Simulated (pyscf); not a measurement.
Structures and frequencies: ωB97X-D3(BJ)/def2-SVP in PySCF.

**Question.** B–F [singlet] + ammonia (NH₃) → HN=B–F + hydrogen (H₂)
Surface: singlet. Broken: H–N, H–N. Formed: B–N, H–H. Give ΔE‡ and ΔE from PBE0-D3(BJ)/def2-TZVP, relative to the separated reactants.

**Answer.** ΔE‡ = 47.2 kcal/mol, ΔE = -32.1 kcal/mol. ωB97M-D3(BJ)/def2-TZVP gives 60.2 kcal/mol and -28.8 kcal/mol. Zero-point energy shifts the barrier by -3.1 kcal/mol. It is a concerted two-bond exchange, with an imaginary mode of 1430i cm⁻¹. The reactants may also form a dative adduct at B–F [singlet]; it and routes through it were not searched. The same reactants have a lower exit, to H₂N–BH–F (barrier +23.5 kcal/mol at ωB97M-D3(BJ)/def2-TZVP, against +60.2 kcal/mol here). One saddle was located; it need not be the lowest between these sides. A restricted solution here is unstable towards spin polarisation, so biradical character is likely and single-reference numbers are less safe.
